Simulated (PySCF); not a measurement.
PySCF input for methanol cation (CH4O), SMILES OC (connectivity only; charge and spin as stated), charge +1, multiplicity 2, TDA-B3LYP/def2-TZVPD. Geometry optimised at PBE-D3(BJ)/def2-TZVP. The multiplicity is an assumed one; other spin states were not compared.

```python
import numpy as np
from pyscf import gto, scf, dft, tdscf

mol = gto.M(
    atom='''
    C     0.01688534   -0.63662637   -0.00000000
    O     0.12592399    0.71662103    0.00000000
    H    -0.67835722   -0.99208355    0.83109136
    H     1.00203948   -1.11037279    0.00000000
    H    -0.67835722   -0.99208356   -0.83109136
    H    -0.75402905    1.18132987   -0.00000000
    ''',
    basis='def2-TZVPD',
    charge=1,
    spin=1,
    max_memory=1600,
    verbose=4,
)
mf = dft.UKS(mol, xc='b3lyp').density_fit(auxbasis='def2-universal-jkfit')
mf.grids.level = 3
mf.conv_tol = 1e-9
mf.max_cycle = 100
mf.kernel()
fine, coarse = mf.grids, dft.Grids(mol).set(level=1).build(with_non0tab=True)
for _ in range(3):  # follow internal instabilities
    mf.grids = coarse
    mo, _, stable, _ = mf.stability(return_status=True, nroots=4)
    mf.grids = fine
    if stable:
        break
    mf.kernel(mf.make_rdm1(mo, mf.mo_occ))
mf.grids = dft.Grids(mol).set(level=1).build(with_non0tab=True)  # coarser grid for the response kernel
td = tdscf.TDA(mf)
td.nstates = 10
td.conv_tol = 1e-4
td.kernel(x0=td.get_init_guess(mf, 15))
td.analyze()
```

Log of the run:

```
PySCF version 2.14.0

[INPUT] verbose = 4
[INPUT] num. atoms = 6
[INPUT] num. electrons = 17
[INPUT] charge = 1
[INPUT] spin (= nelec alpha-beta = 2S) = 1
[INPUT] symmetry False subgroup None
[INPUT] Mole.unit = angstrom
[INPUT] Symbol           X                Y                Z      unit          X                Y                Z       unit  Magmom
[INPUT]  1 C      0.016885340000  -0.636626370000   0.000000000000 AA    0.031908668120  -1.203049482976   0.000000000000 Bohr   0.0
[INPUT]  2 O      0.125923990000   0.716621030000   0.000000000000 AA    0.237961853612   1.354217481804   0.000000000000 Bohr   0.0
[INPUT]  3 H     -0.678357220000  -0.992083550000   0.831091360000 AA   -1.281909360421  -1.874766202186   1.570535054892 Bohr   0.0
[INPUT]  4 H      1.002039480000  -1.110372790000   0.000000000000 AA    1.893580183202  -2.098300469269   0.000000000000 Bohr   0.0
[INPUT]  5 H     -0.678357220000  -0.992083560000  -0.831091360000 AA   -1.281909360421  -1.874766221084  -1.570535054892 Bohr   0.0
[INPUT]  6 H     -0.754029050000   1.181329870000   0.000000000000 AA   -1.424908394466   2.232389917068   0.000000000000 Bohr   0.0

nuclear repulsion = 40.7570442694587
number of shells = 47
number of NR pGTOs = 151
number of NR cGTOs = 113
basis = def2-TZVPD
ecp = {}


[settings echo left out]
init E= -115.786241247766
  alpha nocc = 9  HOMO = -0.331474491956655  LUMO = -0.0315561125768973
  beta  nocc = 8  HOMO = -0.407086535158431  LUMO = -0.331474491956651

WARN: HOMO -0.331474491956655 >= LUMO -0.331474491956651

cycle= 1 E= -115.340055879931  delta_E= 0.446  |g|= 0.297  |ddm|=  1.1
  alpha nocc = 9  HOMO = -0.596647002103616  LUMO = -0.240046897581479
  beta  nocc = 8  HOMO = -0.613980678251227  LUMO = -0.479670462206876
  HOMO = -0.596647002104  LUMO = -0.479670462207  gap/eV = 3.18309
cycle= 2 E= -115.268977283126  delta_E= 0.0711  |g|= 0.545  |ddm|= 0.444
  alpha nocc = 9  HOMO = -0.652732804024467  LUMO = -0.243900803991359
  beta  nocc = 8  HOMO = -0.669272414966599  LUMO = -0.519362876605811
  HOMO = -0.652732804024  LUMO = -0.519362876606  gap/eV = 3.62918
cycle= 3 E= -115.382039740918  delta_E= -0.113  |g|= 0.0439  |ddm|= 0.268
  alpha nocc = 9  HOMO = -0.639867428315814  LUMO = -0.232490617917257
  beta  nocc = 8  HOMO = -0.659358270232833  LUMO = -0.497475251718537
  HOMO = -0.639867428316  LUMO = -0.497475251719  gap/eV = 3.87469
cycle= 4 E= -115.382926834604  delta_E= -0.000887  |g|= 0.0252  |ddm|= 0.0497
  alpha nocc = 9  HOMO = -0.644170608005371  LUMO = -0.234424638210672
  beta  nocc = 8  HOMO = -0.661981818654219  LUMO = -0.49842417634574
  HOMO = -0.644170608005  LUMO = -0.498424176346  gap/eV = 3.96596
cycle= 5 E= -115.383184442925  delta_E= -0.000258  |g|= 0.00984  |ddm|= 0.0198
  alpha nocc = 9  HOMO = -0.643250963762554  LUMO = -0.234612878629186
  beta  nocc = 8  HOMO = -0.660714636899421  LUMO = -0.496757810237568
  HOMO = -0.643250963763  LUMO = -0.496757810238  gap/eV = 3.98628
cycle= 6 E= -115.383230478917  delta_E= -4.6e-05  |g|= 0.00389  |ddm|= 0.00775
  alpha nocc = 9  HOMO = -0.643823517772205  LUMO = -0.2349318146473
  beta  nocc = 8  HOMO = -0.661483722358231  LUMO = -0.497183225634135
  HOMO = -0.643823517772  LUMO = -0.497183225634  gap/eV = 3.99029
cycle= 7 E= -115.383238913252  delta_E= -8.43e-06  |g|= 0.000787  |ddm|= 0.00398
  alpha nocc = 9  HOMO = -0.643802404103106  LUMO = -0.235007270098748
  beta  nocc = 8  HOMO = -0.661484592695484  LUMO = -0.497216403090587
  HOMO = -0.643802404103  LUMO = -0.497216403091  gap/eV = 3.98881
cycle= 8 E= -115.383239286537  delta_E= -3.73e-07  |g|= 0.000103  |ddm|= 0.000917
  alpha nocc = 9  HOMO = -0.643767117698985  LUMO = -0.234996070515631
  beta  nocc = 8  HOMO = -0.661465142391542  LUMO = -0.497193946903842
  HOMO = -0.643767117699  LUMO = -0.497193946904  gap/eV = 3.98846
cycle= 9 E= -115.383239296099  delta_E= -9.56e-09  |g|= 2.79e-05  |ddm|= 0.000171
  alpha nocc = 9  HOMO = -0.643770579961998  LUMO = -0.234998322510652
  beta  nocc = 8  HOMO = -0.661466812321148  LUMO = -0.497197669157849
  HOMO = -0.643770579962  LUMO = -0.497197669158  gap/eV = 3.98845
cycle= 10 E= -115.38323929673  delta_E= -6.3e-10  |g|= 8.1e-06  |ddm|= 3.65e-05
  alpha nocc = 9  HOMO = -0.643770369926898  LUMO = -0.234998794249897
  beta  nocc = 8  HOMO = -0.661466658404834  LUMO = -0.497197904428745
  HOMO = -0.643770369927  LUMO = -0.497197904429  gap/eV = 3.98844
Extra cycle  E= -115.383239296722  delta_E= 8.13e-12  |g|= 1.23e-05  |ddm|= 1.33e-05
converged SCF energy = -115.383239296722  <S^2> = 0.75506152  2S+1 = 2.0050551
tot grids = 20248
uhf_internal: lowest eigs of H = [0.15347416 0.34602911 0.37111782 0.52624823]
<class 'pyscf.df.df_jk.DFUKS'> wavefunction is stable in the internal stability analysis
tot grids = 20248


******** <class 'pyscf.tdscf.uks.TDA'> for <class 'pyscf.df.df_jk.DFUKS'> ********
nstates = 10
deg_eia_thresh = 1.000e-03
wfnsym = None
conv_tol = 0.0001
eigh lindep = 1e-12
eigh level_shift = 0
eigh max_cycle = 100


Excitation energies (eV)
[ 2.23262257  4.89160859  5.37373643  7.43046129  9.39207058  9.81838967
 10.48874341 11.1688646  11.44993705 11.5257725 ]

** Excitation energies and oscillator strengths **
Excited State   1:      2.23262 eV    555.33 nm  f=0.0004
       6b ->    9b      0.14371
       8b ->    9b      0.98521
Excited State   2:      4.89161 eV    253.46 nm  f=0.0004
       6b ->    9b     -0.98638
       8b ->    9b      0.14494
Excited State   3:      5.37374 eV    230.72 nm  f=0.1347
       7b ->    9b      0.96939
Excited State   4:      7.43046 eV    166.86 nm  f=0.0109
       4b ->    9b     -0.14070
       5b ->    9b     -0.98055
Excited State   5:      9.39207 eV    132.01 nm  f=0.0019
       9a ->   10a     -0.98877
Excited State   6:      9.81839 eV    126.28 nm  f=0.0003
       8a ->   10a     -0.53044
       8b ->   10b      0.82470
Excited State   7:     10.48874 eV    118.21 nm  f=0.0057
       8a ->   10a     -0.83251
       8b ->   10b     -0.54201
Excited State   8:     11.16886 eV    111.01 nm  f=0.0350
       9a ->   11a      0.91858
       4b ->    9b      0.18112
       7b ->   10b      0.26142
       8b ->   12b     -0.10364
Excited State   9:     11.44994 eV    108.28 nm  f=0.0117
       8a ->   12a     -0.26954
       9a ->   11a     -0.14829
       9a ->   14a     -0.10077
       4b ->    9b      0.91156
       5b ->    9b     -0.10496
Excited State  10:     11.52577 eV    107.57 nm  f=0.0278
       8a ->   11a      0.22206
       9a ->   12a      0.79277
       7b ->   12b      0.21442
       8b ->   11b     -0.46075

** Transition electric dipole moments (AU) **
state          X           Y           Z        Dip. S.      Osc.
  1        -0.0000     -0.0000     -0.0889      0.0079      0.0004
  2        -0.0000     -0.0000     -0.0557      0.0031      0.0004
  3         0.1994      0.9915     -0.0000      1.0228      0.1347
  4         0.0000      0.0000     -0.2451      0.0601      0.0109
  5        -0.0000      0.0000      0.0899      0.0081      0.0019
  6         0.0338     -0.0039     -0.0000      0.0012      0.0003
  7        -0.0506      0.1400      0.0000      0.0221      0.0057
  8        -0.0000     -0.0000     -0.3574      0.1277      0.0350
  9         0.0000      0.0000     -0.2046      0.0419      0.0117
 10        -0.1830     -0.2551     -0.0000      0.0986      0.0278

** Transition velocity dipole moments (imaginary part, AU) **
state          X           Y           Z        Dip. S.      Osc.
  1        -0.0000      0.0000     -0.0033      0.0000      0.0001
  2         0.0000      0.0000      0.0080      0.0001      0.0002
  3        -0.0370     -0.0143      0.0000      0.0016      0.0053
  4        -0.0000      0.0000      0.0149      0.0002      0.0005
  5         0.0000      0.0000      0.0011      0.0000      0.0000
  6         0.0093     -0.0035     -0.0000      0.0001      0.0002
  7        -0.0114      0.0475      0.0000      0.0024      0.0041
  8        -0.0000     -0.0000     -0.1424      0.0203      0.0329
  9         0.0000      0.0000      0.0171      0.0003      0.0005
 10        -0.0432     -0.0800     -0.0000      0.0083      0.0130

** Transition magnetic dipole moments (imaginary part, AU) **
state          X           Y           Z
  1        -0.2318      0.8386      0.0000
  2         0.7059      0.0473     -0.0000
  3         0.0000      0.0000      0.0147
  4        -0.5383     -0.2094     -0.0000
  5         0.6149      0.0949     -0.0000
  6        -0.0000      0.0000      0.2085
  7        -0.0000     -0.0000     -1.1110
  8         0.0445      0.0811      0.0000
  9         0.4380      0.1730     -0.0000
 10         0.0000      0.0000      0.3544
```

Self-consistency was reached.

Cost: about 50 core-seconds (a rough figure).
